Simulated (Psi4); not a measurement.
Pair of molecules, SMILES c1ccccc1 with SMILES O (the first has 12 atoms); geometry from S66by8 set.
(charge 0, multiplicity 1):
```xyz
15

C      1.2867    -0.5531    -1.2076
H      1.4028    -1.0808    -2.1441
C      0.9845     0.8078    -1.2079
H      0.8635     1.3350    -2.1441
C      0.8339     1.4887     0.0000
H      0.5980     2.5440     0.0000
C      0.9845     0.8078     1.2079
H      0.8635     1.3350     2.1441
C      1.2867    -0.5531     1.2076
H      1.4028    -1.0808     2.1441
C      1.4382    -1.2332     0.0000
H      1.6751    -2.2884     0.0000
O     -4.9800    -0.5203     0.0000
H     -4.8152    -1.4650     0.0000
H     -4.0927    -0.1487     0.0000
```

Computed with Psi4 with SAPT0/jun-cc-pV(D+d)Z.

Question: Give the four SAPT terms and the total, and say what mostly holds the pair together.

Answer: electrostatics -0.45, exchange 0.00, induction -0.02, dispersion -0.06, total -0.52 kcal/mol; the largest attraction is electrostatics.
